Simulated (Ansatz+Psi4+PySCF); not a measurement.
Values are calculated unless marked as measured or tabulated.
This Ansatz input gave a total energy of -176.26358 hartree.

```yaml
crystal:
  periodic: [false, false, false]
  atoms:
    - { symbol: H, position_ang: [0.0003, -0.0008, -0.0009] }
    - { symbol: C, position_ang: [-0.283, 0.6417, 0.7915] }
    - { symbol: C, position_ang: [-0.6054, 1.3728, 1.6932] }
    - { symbol: F, position_ang: [-0.9476, 2.1491, 2.6506] }
basis:
  gaussian: { orbitals: cc-pVTZ }
hamiltonian:
  xc: hf
correlation:
  method: mp2
  frozen_orbitals: { C: 1, F: 1, H: 0 }
scf:
  omitted_lower_state_checks: [stability, starts, atomic_configurations, cluster_reference, orbital_swaps, given_window_search, neighbouring_geometries, increment]
```

Problem. Write an input for PySCF with the same method and basis set.

Solution.

```python
from pyscf import gto, scf, mp

mol = gto.M(atom="""
H 0.000300 -0.000800 -0.000900
C -0.283000 0.641700 0.791500
C -0.605400 1.372800 1.693200
F -0.947600 2.149100 2.650600
""", basis='cc-pvtz', charge=0, spin=0)
mf = scf.RHF(mol)
mf.kernel()
pt = mp.MP2(mf, frozen=3).run()
print(mf.e_tot, pt.e_corr, pt.e_tot)
```

PySCF 2.14.0 gave -176.26358 hartree, 0.06 meV from the first.
